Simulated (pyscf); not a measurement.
This saddle point was located with ωB97X-D3(BJ)/def2-SVP in PySCF.

```xyz
9

C     -1.7759     0.2071     0.3435
O     -1.2370    -0.9472     0.4547
Si     0.1880    -0.0509    -0.7750
H     -0.9653     1.0461    -0.4956
H     -2.6783     0.3560    -0.2936
H     -1.7455     0.9342     1.1878
H      1.0828    -0.2375     0.3906
H     -0.2414    -1.0761    -1.7540
H      0.9515     0.9433    -1.6340
```
Charge 0, spin multiplicity 1.

Surface: singlet, charge 0. Lowest wavenumbers (cm⁻¹): 803i, 73, 378, 473, 498.

Problem. Which two sides does it connect, and which bonds change?

Solution. `[CH3][O][SiH3]` ⇌ `[CH2]=[O]` + `[SiH4]`, an elimination read from left to right: C–H, O–Si broken and H–Si formed. At CCSD(T)/def2-TZVPP + ΔMP2(QZVPP) it lies +79.2 kcal/mol from the left side and +34.4 kcal/mol from the right (each side as separated species at their lowest minima found). H₃C–O–SiH₃ lies 23.7 kcal/mol over its isomer H₃C–SiH₂–OH (electronic energy, ωB97M-D3(BJ)). This is the saddle that the search found; another between the same sides may lie lower. The CCSD(T) − MP2 part came from Ansatz, without density fitting, on the same reference.
